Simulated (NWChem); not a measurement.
# Correlation energy of CS

SMILES: [C-]#[S+]
```xyz
2

C      0.0000     0.0000     1.1192
S      0.0000     0.0000    -0.4197
```
Charge 0, spin multiplicity 1.

Everything below was run with NWChem. The geometry was optimised at B3LYP/def2-SVP, a minimum by its harmonic frequencies.

Basis set: def2-QZVP. Each correlation energy counts from its own Hartree-Fock reference.

The correlated methods keep 6 core orbitals frozen. The structure started from a generated list of species. Coupled-cluster values serve here as a point of comparison, not as the truth.

Q: Order these methods by the correlation energy they give, lowest first: CCSD+T(CCSD), CCSD, SCS-MP2, MP2, CR-CCSD(T).

A: CCSD+T(CCSD) (-362.9 mHa), CR-CCSD(T) (-356.2 mHa), CCSD (-337.9 mHa), MP2 (-325.6 mHa), SCS-MP2 (-323.7 mHa)
